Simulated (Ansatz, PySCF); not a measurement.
Molecule: NO₂ (charge 0, doublet). It need not be the lowest isomer of its formula. 
Structure (B3LYP-D3(BJ)/def2-TZVP (Ansatz, a program for electronic structure) minimum search):
SMILES: N([O])=O
```xyz
3

N      0.0007    -0.0065     0.3208
O      0.0274     1.0999    -0.1182
O     -0.0281    -1.0942    -0.1625
```
Charge 0, spin multiplicity 2.

Property: atomisation energy (electronic, to ground-state atoms), in kJ/mol. Cores are frozen in the correlated levels unless marked. Open shells are spin-unrestricted. No spin-orbit coupling. Non-relativistic. The coupled-cluster limit lacks core correlation, which all-electron functionals hold. CBS(X,Y): correlation extrapolated as X^-3; Hartree-Fock from the larger set.

```tsv
level	program	atomisation energy (kJ/mol)
HF/cc-pVQZ	Ansatz	232.3
SVWN5/def2-TZVPD	Ansatz	1353.3
PBE/def2-TZVPD	Ansatz	1127.6
PW6B95/def2-TZVPD	PySCF	966.9
MN15-D3(BJ)/def2-TZVPD	PySCF + dftd3	966.0
HSE06-D4/def2-TZVPD	Ansatz + dftd4	982.6
B2GP-PLYP-D3(BJ)/def2-TZVPD	Ansatz + dftd3	940.8
```

What does CCSD(T)/CBS(cc-pVTZ,cc-pVQZ) (Ansatz) give?

942.2 kJ/mol
